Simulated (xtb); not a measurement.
xtb input (GFN1-xTB):

```bash
xtb mol.xyz --gfn 1 --sp --chrg 0 --uhf 0
```
mol.xyz:
```
5

C     -0.00768397     0.00047609     0.45577993
H     -0.02591434     0.00160561     1.53712694
Cl     0.01488659     1.69164517    -0.08530085
Cl     1.45955078    -0.85759891    -0.05828251
Cl    -1.47020100    -0.83430874    -0.10769937
```

End of the output:

```
         :::::::::::::::::::::::::::::::::::::::::::::::::::::
         ::                     SUMMARY                     ::
         :::::::::::::::::::::::::::::::::::::::::::::::::::::
         :: total energy             -15.391973891708 Eh    ::
         :: gradient norm              0.014966044333 Eh/a0 ::
         :: HOMO-LUMO gap              5.696629348628 eV    ::
         ::.................................................::
         :: SCC energy               -15.425268771120 Eh    ::
         :: -> electrostatic           0.010997806516 Eh    ::
         :: repulsion energy           0.035333184004 Eh    ::
         :: dispersion energy         -0.002038304592 Eh    ::
         :: halogen bond corr.         0.000000000000 Eh    ::
         :: add. restraining           0.000000000000 Eh    ::
         :: total charge               0.000000000000 e     ::
         :::::::::::::::::::::::::::::::::::::::::::::::::::::

           -------------------------------------------------
          |                Property Printout                |
           -------------------------------------------------

    * Orbital Energies and Occupations

         #    Occupation            Energy/Eh            Energy/eV
      -------------------------------------------------------------
         1        2.0000           -0.9335164             -25.4023
         2        2.0000           -0.9324171             -25.3724
         3        2.0000           -0.9324171             -25.3724
         4        2.0000           -0.6764444             -18.4070
         5        2.0000           -0.5950220             -16.1914
         6        2.0000           -0.5741927             -15.6246
         7        2.0000           -0.5741927             -15.6246
         8        2.0000           -0.4904958             -13.3471
         9        2.0000           -0.4904958             -13.3471
        10        2.0000           -0.4738093             -12.8930
        11        2.0000           -0.4738093             -12.8930
        12        2.0000           -0.4691155             -12.7653
        13        2.0000           -0.4667076             -12.6998 (HOMO)
        14                         -0.2573604              -7.0031 (LUMO)
        15                         -0.2119169              -5.7666
        16                         -0.2119169              -5.7666
        17                         -0.1182480              -3.2177
Note: The following floating-point exceptions are signalling: IEEE_DENORMAL
normal termination of xtb
        18                         -0.0652114              -1.7745
        19                         -0.0630265              -1.7150
        20                         -0.0630265              -1.7150
        21                         -0.0604967              -1.6462
        22                         -0.0604967              -1.6462
        23                         -0.0583894              -1.5889
        24                         -0.0574082              -1.5622
       ...                                ...                  ...
        33                          0.3298856               8.9766
      -------------------------------------------------------------
                  HL-Gap            0.2093473 Eh            5.6966 eV
             Fermi-level           -0.3620340 Eh           -9.8514 eV

  Mulliken/CM5 charges         n(s)   n(p)   n(d)
     1C     0.25359  0.20423   1.091  2.656  0.000
     2H     0.04872  0.10945   0.951  0.000  0.000
     3Cl   -0.10077 -0.10456   1.950  5.163 -0.012
     4Cl   -0.10077 -0.10456   1.950  5.163 -0.012
     5Cl   -0.10077 -0.10456   1.950  5.163 -0.012

Wiberg/Mayer (AO) data.
largest (>0.10) Wiberg bond orders for each atom

 ---------------------------------------------------------------------------
     #   Z sym  total        # sym  WBO       # sym  WBO       # sym  WBO
 ---------------------------------------------------------------------------
     1   6 C    3.919 --     2 H    0.993     3 Cl   0.975     5 Cl   0.975
                             4 Cl   0.975
     2   1 H    1.034 --     1 C    0.993
     3  17 Cl   1.065 --     1 C    0.975
     4  17 Cl   1.065 --     1 C    0.975
     5  17 Cl   1.065 --     1 C    0.975
 ---------------------------------------------------------------------------

Topologies differ in total number of bonds
Writing topology from bond orders to xtbtopo.mol

 dipole moment from electron density (au)
     X       Y       Z
  -0.0093   0.0006   0.5528  total (Debye):    1.405

           -------------------------------------------------
          | TOTAL ENERGY              -15.391973891708 Eh   |
          | GRADIENT NORM               0.014966044333 Eh/α |
          | HOMO-LUMO GAP               5.696629348628 eV   |
           -------------------------------------------------

------------------------------------------------------------------------
------------------------------------------------------------------------
 total:
 SCF:
```
